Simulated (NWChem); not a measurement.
System: water (H2O); SMILES O

NWChem input:

```
start job
memory heap 200 mb stack 900 mb global 1100 mb
geometry units angstroms noautosym nocenter noautoz
  O      0.000000     0.000000     0.143194
  H      0.757685     0.000000    -0.469929
  H     -0.757685     0.000000    -0.469929
end
basis spherical
  * library pcj-1
end
dft
  odft
  mult 1
  xc hfexch
  iterations 150
end
property
  spinspin 3 1 2 1 3 2 3
end
task dft property
```

Excerpt of the output:

```
             Northwest Computational Chemistry Package (NWChem) 7.3.0
             --------------------------------------------------------

                             Geometry "geometry" -> ""
                             -------------------------

 Output coordinates in angstroms (scale by  1.889725989 to convert to a.u.)

  No.       Tag          Charge          X              Y              Z
 ---- ---------------- ---------- -------------- -------------- --------------
    1 O                    8.0000     0.00000000     0.00000000     0.14319400
    2 H                    1.0000     0.75768500     0.00000000    -0.46992900
    3 H                    1.0000    -0.75768500     0.00000000    -0.46992900

 Effective nuclear repulsion energy (a.u.)       9.0359679248

  xc_inp: hfexch multiplicative factor not found.
                              NWChem Property Module
                              ----------------------

  itol2e modified to match energy
  convergence criterion.

                                 NWChem DFT Module
                                 -----------------

 Summary of "ao basis" -> "ao basis" (spherical)
 ------------------------------------------------------------------------------
       Tag                 Description            Shells   Functions and Types
 ---------------- ------------------------------  ------  ---------------------
 O                           pcj-1                  11       27   5s4p2d
 H                           pcj-1                   6       10   4s2p

  itol2e modified to match energy
  convergence criterion.

            General Information
            -------------------
          SCF calculation type: DFT
          Wavefunction type:  spin polarized.
          No. of atoms     :     3
          No. of electrons :    10
           Alpha electrons :     5
            Beta electrons :     5
          Charge           :     0
          Spin multiplicity:     1
          Use of symmetry is: off; symmetry adaption is: off
          Maximum number of iterations: 150
          AO basis - number of functions:    47
                     number of shells:    23
          Convergence on energy requested:  1.00D-07
          Convergence on density requested:  1.00D-05
          Convergence on gradient requested:  5.00D-04

              XC Information
              --------------
                     Hartree-Fock (Exact) Exchange  1.000

      Superposition of Atomic Density Guess
      -------------------------------------

 Sum of atomic energies:         -75.75096978

      Non-variational initial energy
      ------------------------------

 Total energy =     -75.877879
 1-e energy   =    -121.397696
 2-e energy   =      36.483848
 HOMO         =      -0.476028
 LUMO         =       0.070134

   convergence    iter        energy       DeltaE   RMS-Dens  Diis-err
 ---------------- ----- ----------------- --------- --------- ---------
 d= 0,ls=0.0,diis     1    -75.9861964986 -8.50D+01  3.31D-03  9.37D-02
                                                     3.31D-03  9.37D-02
 d= 0,ls=0.0,diis     2    -76.0131418471 -2.69D-02  1.17D-03  3.01D-02
                                                     1.17D-03  3.01D-02
 d= 0,ls=0.0,diis     3    -76.0220547572 -8.91D-03  1.99D-04  3.32D-04
                                                     1.99D-04  3.32D-04
 d= 0,ls=0.0,diis     4    -76.0222478797 -1.93D-04  7.96D-05  2.35D-05
                                                     7.96D-05  2.35D-05
 d= 0,ls=0.0,diis     5    -76.0222668702 -1.90D-05  1.52D-05  6.66D-07
                                                     1.52D-05  6.66D-07
 d= 0,ls=0.0,diis     6    -76.0222675983 -7.28D-07  4.00D-06  3.14D-08
                                                     4.00D-06  3.14D-08
 d= 0,ls=0.0,diis     7    -76.0222676339 -3.56D-08  4.90D-07  4.75D-10
                                                     4.90D-07  4.75D-10

[...]

      -----------------------------------
      Indirect Spin-Spin Coupling Tensors
      -----------------------------------

      ---------------------------------------------------
      Calculating Fermi-Contact and Spin-Dipole Responses
      ---------------------------------------------------

                                NWChem CPHF Module
                                ------------------

  scftype          =     UHF
  nalpha           =        5
  nbeta            =        5
  variables        =      420
  # of vectors     =       26
  tolerance        = 0.10D-03
  level shift      = 0.00D+00
  max iterations   =       50
  max subspace     =      260

 SCF residual:    9.3567239016630412E-006

Iterative solution of linear equations
  No. of variables      420
  No. of equations       26
  Maximum subspace      260
        Iterations       50
       Convergence  1.0D-04

   iter   nsub   residual    time
   ----  ------  --------  ---------
     1     26    4.61D+01       0.6
     2     52    9.86D+00       0.9
     3     78    1.80D+00       1.2
     4    104    1.17D-01       1.6
     5    130    2.10D-03       1.9
     6    156    1.45D-04       2.2
     7    182    7.73D-06       2.6

      ----------------------------------------------
      Calculating Paramagnetic Spin-Orbit Responses
      ----------------------------------------------

                                NWChem CPHF Module
                                ------------------

  scftype          =     UHF
  nalpha           =        5
  nbeta            =        5
  variables        =      420
  # of vectors     =        6
  tolerance        = 0.10D-03
  level shift      = 0.00D+00
  max iterations   =       50
  max subspace     =       60

 SCF residual:    9.3567239016630412E-006

Iterative solution of linear equations
  No. of variables      420
  No. of equations        6
  Maximum subspace       60
        Iterations       50
       Convergence  1.0D-04

   iter   nsub   residual    time
   ----  ------  --------  ---------
     1      6    7.69D+00       2.8
     2     12    2.40D+00       2.9
     3     18    4.42D-01       3.1
     4     24    3.69D-02       3.2
     5     30    3.12D-03       3.4
     6     36    1.44D-04       3.5
     7     42    6.97D-06       3.7

      ----------------------------------
      Indirect Spin-Spin Tensors (in Hz)
      ----------------------------------

      -------------------------------------------------
      Atom    1:  17-O  and Atom    2:   1-H

      Respective Nuclear g-factors: -.757520 & 5.585689
      -------------------------------------------------

      Fermi Contact (FC) Term (Hz):
    -78.7685     -0.0000     -0.0000
     -0.0000    -78.7685     -0.0000
     -0.0000     -0.0000    -78.7685
        Isotropic =     -78.7685

      Spin-Dipole   (SD) Term (Hz):
      2.0179      0.0000     -2.9098
     -0.0000     -0.4755      0.0000
     -0.9932     -0.0000      0.6420
        Isotropic =       0.7281

      FC - SD  Cross Term (Hz):
     -2.6520     -0.0000      9.2508
     -0.0000      7.2961      0.0000
      9.2508      0.0000     -4.6441
        Isotropic =      -0.0000

      Paramagnetic Spin-Orbit Term (Hz):
     -9.1992      0.0000    -21.5411
      0.0000    -19.1857     -0.0000
    -24.6121      0.0000     -9.8031
        Isotropic =     -12.7293

      Diamagnetic Spin-Orbit Term (Hz):
     -5.8715     -0.0000     11.0201
      0.0000      7.3636      0.0000
     10.5947      0.0000     -1.5951
        Isotropic =      -0.0343

      Total Spin-Spin Coupling Tensor (Hz):
    -94.4733     -0.0000     -4.1800
     -0.0000    -83.7700      0.0000
     -5.7598      0.0000    -94.1689

      Isotropic Spin-Spin Coupling =     -90.8040 Hz

      -------------------------------------------------
      Atom    1:  17-O  and Atom    3:   1-H

      Respective Nuclear g-factors: -.757520 & 5.585689
      -------------------------------------------------

      Fermi Contact (FC) Term (Hz):
    -78.7684     -0.0000     -0.0000
     -0.0000    -78.7684     -0.0000
     -0.0000     -0.0000    -78.7684
        Isotropic =     -78.7684

      Spin-Dipole   (SD) Term (Hz):
      2.0179     -0.0000      2.9098
     -0.0000     -0.4755      0.0000
      0.9932     -0.0000      0.6420
        Isotropic =       0.7281

      FC - SD  Cross Term (Hz):
     -2.6520      0.0000     -9.2508
      0.0000      7.2961      0.0000
     -9.2508      0.0000     -4.6441
        Isotropic =      -0.0000

      Paramagnetic Spin-Orbit Term (Hz):
     -9.1992     -0.0000     21.5411
      0.0000    -19.1857     -0.0000
     24.6121     -0.0000     -9.8031
        Isotropic =     -12.7293

      Diamagnetic Spin-Orbit Term (Hz):
     -5.8715      0.0000    -11.0201
      0.0000      7.3636     -0.0000
    -10.5947      0.0000     -1.5951
        Isotropic =      -0.0343

      Total Spin-Spin Coupling Tensor (Hz):
    -94.4731      0.0000      4.1800
      0.0000    -83.7699      0.0000
      5.7598      0.0000    -94.1688

      Isotropic Spin-Spin Coupling =     -90.8039 Hz

      -------------------------------------------------
      Atom    2:   1-H  and Atom    3:   1-H

      Respective Nuclear g-factors: 5.585689 & 5.585689
      -------------------------------------------------

      Fermi Contact (FC) Term (Hz):
    -28.4774      0.0000      0.0000
      0.0000    -28.4774      0.0000
      0.0000      0.0000    -28.4774
        Isotropic =     -28.4774

      Spin-Dipole   (SD) Term (Hz):
      2.4668     -0.0000      2.0540
     -0.0000     -2.1943      0.0000
     -2.0540     -0.0000      3.7814
        Isotropic =       1.3513

      FC - SD  Cross Term (Hz):
      9.1428      0.0000      0.0000
      0.0000    -23.7111      0.0000
      0.0000      0.0000     14.5683
        Isotropic =      -0.0000

[...]
```

Level: Hartree-Fock/pcJ-1. Coordinates come from a PBE-D3(BJ)/def2-SVP optimisation. Hartree-Fock couplings suffer from near triplet instabilities.
